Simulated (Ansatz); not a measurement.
Born–Oppenheimer molecular dynamics of CH₈Si₂ (11 atoms, charge 0, multiplicity 1). It starts from a relaxed structure.

All numbers below come from RKS revPBE/def2-SVP (Ansatz 0.2.0).

- ensemble: NVE (velocity Verlet)
- time step: 1 fs
- steps asked: 150
- starting velocities drawn for: 700 K
- seed: 64819

First frame:

```xyz
11
Properties=species:S:1:pos:R:3
Si -0.003 -0.110 -0.164
H -0.252 -0.406 1.296
C 1.870 -0.005 -0.501
H 2.367 -0.958 -0.227
H 2.070 0.191 -1.575
H 2.336 0.809 0.090
Si -1.121 1.900 -0.726
H -2.600 1.788 -0.451
H -0.577 3.057 0.077
H -0.935 2.223 -2.189
H -0.612 -1.239 -0.961
```

How far do the bonds stretch over the last three quarters of this one trajectory? (Pairs bonded in most of those frames.)


```json
{"bond": "Si1–H2", "mean (Å)": "1.520", "spread (Å)": "0.029", "shortest": "1.47", "longest": "1.57"}
{"bond": "Si1–C3", "mean (Å)": "1.939", "spread (Å)": "0.083", "shortest": "1.80", "longest": "2.06"}
{"bond": "Si1–Si7", "mean (Å)": "2.377", "spread (Å)": "0.036", "shortest": "2.31", "longest": "2.44"}
{"bond": "Si1–H11", "mean (Å)": "1.518", "spread (Å)": "0.036", "shortest": "1.46", "longest": "1.58"}
{"bond": "C3–H4", "mean (Å)": "1.112", "spread (Å)": "0.032", "shortest": "1.06", "longest": "1.17"}
{"bond": "C3–H5", "mean (Å)": "1.110", "spread (Å)": "0.011", "shortest": "1.09", "longest": "1.13"}
{"bond": "C3–H6", "mean (Å)": "1.114", "spread (Å)": "0.030", "shortest": "1.06", "longest": "1.16"}
{"bond": "Si7–H8", "mean (Å)": "1.513", "spread (Å)": "0.015", "shortest": "1.49", "longest": "1.54"}
{"bond": "Si7–H9", "mean (Å)": "1.515", "spread (Å)": "0.038", "shortest": "1.45", "longest": "1.57"}
{"bond": "Si7–H10", "mean (Å)": "1.514", "spread (Å)": "0.032", "shortest": "1.46", "longest": "1.57"}
```

Mean temperature of the second half: 347 K. The conserved energy stayed within 0.89 meV per atom of its start (net change 0.23 meV per atom), so the integration is sound. Over the second half the temperature averaged 0.50 of the 700 K drawn at the start: a run that starts near a minimum puts about half its kinetic energy into the potential. A run of 0.15 ps of so small a system gives no equilibrium averages.

Time of the run: 4.2 min on 1 thread of Intel(R) Xeon(R) Platinum 8488C (Sapphire Rapids) (shared host), peak memory 0.13 GiB.
